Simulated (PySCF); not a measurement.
## Frontier levels across methods

Species: dimethyl carbonate, C₃H₆O₃.
Atom-mapped SMILES: `[CH3:1][O:2][C:3](=[O:4])[O:5][CH3:6]` (hydrogens: H7, H8, H9 on C1; H10, H11, H12 on C6)

Geometry (PBE0-D3(BJ)/def2-SVP, Å), atoms numbered from 1 in this order:
```
atom  x, y, z in Å
C1     2.3141    0.0542    0.1392
O2     1.1000   -0.5628    0.5226
C3    -0.0004    0.0044    0.0416
O4    -0.0386    0.9696   -0.6746
O5    -1.0524   -0.6765    0.4817
C6    -2.3088   -0.1890    0.0516
H7     2.3698    1.0851    0.5199
H8     3.1162   -0.5514    0.5769
H9     2.4148    0.0821   -0.9559
H10   -3.0590   -0.8758    0.4602
H11   -2.3700   -0.1698   -1.0466
H12   -2.4855    0.8299    0.4276
```

Basis pcSseg-2 throughout (PySCF), one geometry. One conformer (not necessarily the lowest) at the PBE0-D3(BJ)/def2-SVP geometry, without solvent, vibrations or thermal averaging.

Task: How do the orbital energies, the gap and the dipole change with the method?

Result: 
| method | kind | HOMO (eV) | LUMO (eV) | gap (eV) | μ (D) | SCF cycles |
| --- | --- | --- | --- | --- | --- | --- |
| OPBE | GGA | -6.61 | 0.09 | 6.70 | 0.54 | 16 |
| BLYP | GGA | -6.63 | -0.03 | 6.61 | 0.52 | 15 |
| PBE | GGA | -6.72 | -0.07 | 6.65 | 0.53 | 15 |
| B97-D | GGA | -6.73 | 0.02 | 6.75 | 0.53 | 15 |
| BP86 | GGA | -6.83 | -0.16 | 6.68 | 0.53 | 16 |
| KT3 | GGA | -6.85 | -0.19 | 6.66 | 0.53 | 16 |
| KT2 | GGA | -6.90 | -0.01 | 6.89 | 0.53 | 16 |
| LDA | LDA | -6.97 | -0.37 | 6.60 | 0.49 | 15 |
| B97-2 | global hybrid | -8.15 | 0.76 | 8.91 | 0.51 | 13 |
| B3LYP | global hybrid | -8.20 | 0.40 | 8.60 | 0.49 | 14 |
| PBE0 | global hybrid | -8.47 | 0.73 | 9.20 | 0.50 | 14 |
| mPW1PW91 | global hybrid | -8.50 | 0.68 | 9.18 | 0.50 | 14 |
| CAM-B3LYP | range-separated hybrid | -10.01 | 1.34 | 11.35 | 0.46 | 12 |
| BHandHLYP | global hybrid | -10.20 | 1.17 | 11.37 | 0.47 | 12 |
| wB97X-D | range-separated hybrid | -10.42 | 2.43 | 12.85 | 0.50 | 14 |
| LC-wPBE | range-separated hybrid | -11.34 | 2.49 | 13.83 | 0.46 | 14 |
| HF | Hartree–Fock | -12.88 | 2.73 | 15.61 | 0.50 | 11 |

The HOMO spans 6.27 eV, from OPBE down to HF, and the gap runs from 6.60 eV (LDA) to 15.61 eV (HF). Over the methods OPBE (0 %), BLYP (0 %), PBE (0 %), B97-D (0 %), BP86 (0 %), KT3 (0 %), KT2 (0 %), LDA (0 %), B97-2 (21 %), B3LYP (20 %), PBE0 (25 %), mPW1PW91 (25 %), BHandHLYP (50 %), HF (100 %), a straight line through the gap against the share of exact exchange rises by 0.90 eV for each 10 % (correlation coefficient 0.998). The dipole ranges from 0.46 D (LC-wPBE) to 0.54 D (OPBE). This basis has no diffuse functions.

The vertical ΔSCF ionisation energy at PBE0/def2-SVPD is 10.95 eV; −ε(HOMO) comes closest to it with LC-wPBE (11.34 eV).
